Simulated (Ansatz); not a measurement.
in.yaml

```yaml
crystal:
  periodic: [false, false, false]
  atoms:
    - {symbol: B, position_ang: [0.000000, 0.166303, 0.762055]}
    - {symbol: C, position_ang: [0.000000, -0.196354, -0.572502]}
    - {symbol: H, position_ang: [0.000000, 0.556032, -1.351691]}
basis:
  gaussian: {orbitals: 6-31G}
magnetization: {spin_polarized: false}
correlation: {method: ccsdt_q, electrons: outside_noble_gas}
```

```sh
$ ansatz run in.yaml --threads 1 --pin off --events-out ev --progress --plain --max-ram 1536MiB
```

Output:

```
454 factors; integrals over basis functions are off by at most 1.7e-7 eV
mean field evaluation 1: about -1706.6853 eV, gradient 2.6e1 eV
mean field evaluation 2: about -1706.6874 eV, gradient 2.6e1 eV
mean field evaluation 4: about -1709.4333 eV, gradient 2.9e0 eV
mean field evaluation 8: about -1709.5998 eV, gradient 3.1e-1 eV
mean field evaluation 16: about -1709.5985 eV, gradient 9.0e-1 eV
mean field evaluation 32: about -1709.6041 eV, gradient 1.2e-5 eV
mean field evaluation 64: about -1709.6040 eV, gradient 1.6e-5 eV
mean field evaluation 96: about -1709.5989 eV, gradient 5.2e-1 eV
mean field evaluation 128: about -1709.6045 eV, gradient 4.6e-3 eV
mean field evaluation 160: about -1701.9988 eV, gradient 1.7e1 eV
...
cycle  15  -5.89619217 eV  change    7.7e-5 eV  update   6.5e-5
cycle  16  -5.89614099 eV  change    5.1e-5 eV  update   4.1e-5
cycle  17  -5.89617680 eV  change   -3.6e-5 eV  update   2.2e-5
cycle  18  -5.89618761 eV  change   -1.1e-5 eV  update   1.1e-5
cycle  19  -5.89619045 eV  change   -2.8e-6 eV  update   4.8e-6
cycle  20  -5.89617744 eV  change    1.3e-5 eV  update   2.6e-6
cycle  21  -5.89617683 eV  change    6.2e-7 eV  update   1.2e-6
cycle  22  -5.89617394 eV  change    2.9e-6 eV  update   6.3e-7
cycle  23  -5.89617614 eV  change   -2.2e-6 eV  update   4.0e-7
cycle  24  -5.89617678 eV  change   -6.4e-7 eV  update   1.4e-7
perturbative correction -0.04778116 eV, -0.0017559251 hartree
Total energy: -1715.54799114 eV, -63.0452258341 hartree
```

For the same geometry and basis full CI lies 18.4 meV higher.

Ran on 1 thread of Intel Xeon, shared host: 2.8 s wall, 0.16 GiB peak host memory.
